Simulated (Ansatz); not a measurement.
# BH3S (SMILES BS): the energy, rung by rung

The species is BH3S (5 atoms), meant as a singlet with charge 0. SMILES: `BS`. Geometry: relaxed at PBE0-D4/def2-TZVP.

```xyz
5

B    -0.3921   -0.4210    0.0881
S     0.1617    1.2369   -0.1543
H    -1.5629   -0.5564    0.2642
H     0.3671   -1.3376    0.0742
H     1.4761    1.0044   -0.3136
```

Each level gives the energy change with the B1–S2 bond stretched from 1.765 to 2.206 Å (eV). The values are calculated.

| level | kind | program | value (eV) | less FCI/STO-3G |
| --- | --- | --- | --- | --- |
| SVWN5/STO-3G (restricted) | LDA | Ansatz | 2.06 | +0.15 |
| BLYP/STO-3G (restricted) | GGA | Ansatz | 1.73 | -0.18 |
| PBE/STO-3G (restricted) | GGA | Ansatz | 1.89 | -0.02 |
| r2SCAN/STO-3G (restricted) | meta-GGA | Ansatz | 1.98 | +0.07 |
| r2SCAN0/STO-3G (restricted) | hybrid meta-GGA | Ansatz | 2.11 | +0.20 |
| RPA@PBE/STO-3G (restricted) | RPA | Ansatz | 1.81 | -0.10 |
| BCCD(T)/STO-3G (restricted) | coupled cluster or CI | Ansatz | 1.93 | +0.02 |
| FCI/STO-3G | exact in the basis | Ansatz | 1.91 | 0.00 |

FCI/STO-3G is exact within its basis and frozen core, so for wave-function methods in that basis the difference is their error; functionals converge differently with the basis, so for them it is only a difference. The first shape isn't each level's own minimum. The values span 1.73 to 2.11 eV. All rows use very small basis sets, so none should be taken for the real molecule's value.
